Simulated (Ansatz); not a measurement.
# CHF: vertical ionisation energy

How much energy removes an electron from CHF at fixed geometry? The cation is run at each level and the neutral's energy taken from earlier runs.

Method: unrestricted cation, the program's frozen cores in correlated methods; program: Ansatz 0.2.0, Gaussian basis.

Plan: UKS PBE-D4/def2-TZVPP; UKS r2SCAN-D4/def2-TZVPP; UKS PBE0-D4/def2-TZVPP; UKS B3LYP-D4/def2-TZVPP; UKS wB97X-V/def2-TZVPP; UKS wB97M-V/def2-TZVPP; UKS B2PLYP/def2-TZVPP; UHF-CCSD(T)/def2-TZVPP; UHF-CCSD(T)/def2-QZVPP; extrapolation to the limit; then −ε(HOMO) from the neutral's earlier runs with LDA (SPW92), PBE-D4, revPBE-D4, BLYP-D4, r2SCAN-D4, B97M-V, PBE0-D4, B3LYP-D4, r2SCANh-D4, r2SCAN0-D4, HSE06-D4, BHLYP-D4, CAM-B3LYP-D4, LC-ωPBE, ωB97X-V, ωB97M-V.

## 1. The relaxed structure

An earlier PBE0-D4 in a triple-zeta def2 set relaxation fixed the geometry.

3 atoms, charge 0, spin multiplicity 1.

Atoms are counted from 1 here; the program's logs count them from 0.

Bond lengths: C1–F2 1.301 Å, C1–H3 1.126 Å. Angles: F2–C1–H3 102.3°.

## 2. Cation, UKS PBE-D4/def2-TZVPP

in.yaml reads:

```yaml
crystal:
  periodic: [false, false, false]
  atoms:
    - {symbol: C, position_ang: [-0.130661, -0.477576, -0.119674]}
    - {symbol: F, position_ang: [0.887258, 0.053197, 0.491535]}
    - {symbol: H, position_ang: [-0.756587, 0.424379, -0.371861]}
basis:
  gaussian: {orbitals: def2-TZVPP}
total_charge: 1
magnetization: {spin_polarized: true, initial_magnetization: 1}
hamiltonian: {xc: pbe, dispersion: d4}
```

Run with:

```console
ansatz run in.yaml --threads 2 --pin off --events-out ev --progress --plain --max-ram 32768MiB --backend cpu
```

After this run come: Cation, UKS r2SCAN-D4/def2-TZVPP; Cation, UKS PBE0-D4/def2-TZVPP; Cation, UKS B3LYP-D4/def2-TZVPP; Cation, UKS wB97X-V/def2-TZVPP; Cation, UKS wB97M-V/def2-TZVPP; Cation, UKS B2PLYP (frozen core)/def2-TZVPP; Cation, UHF-CCSD(T)/def2-TZVPP; Cation, UHF-CCSD(T)/def2-QZVPP.

Q: Predict the results of all the runs planned. Wanted: ionisation energy, CCSD(T)/CBS; nearest functional by difference; nearest −ε(HOMO); −ε(HOMO) of PBE; T1 of the cation.

As calculated:

```
                        quantity                value
  ionisation energy, CCSD(T)/CBS             10.62 eV
nearest functional by difference  B3LYP-D4 (-0.08 eV)
                nearest −ε(HOMO)   LC-ωPBE (-0.47 eV)
                 −ε(HOMO) of PBE              5.69 eV
                T1 of the cation                0.030
```

In words: By cation minus neutral, the functionals miss by 0.39 eV at most. −ε(HOMO) of PBE misses by 4.9 eV, since self-interaction lifts the level. Among orbital estimates LC-ωPBE comes nearest. Hartree-Fock falls 1.02 eV short, as the neutral has more correlation energy than the cation. The cation's T1 (from the report) is 0.030, near the customary mark of 0.045 for open shells, so the coupled-cluster value is less safe.
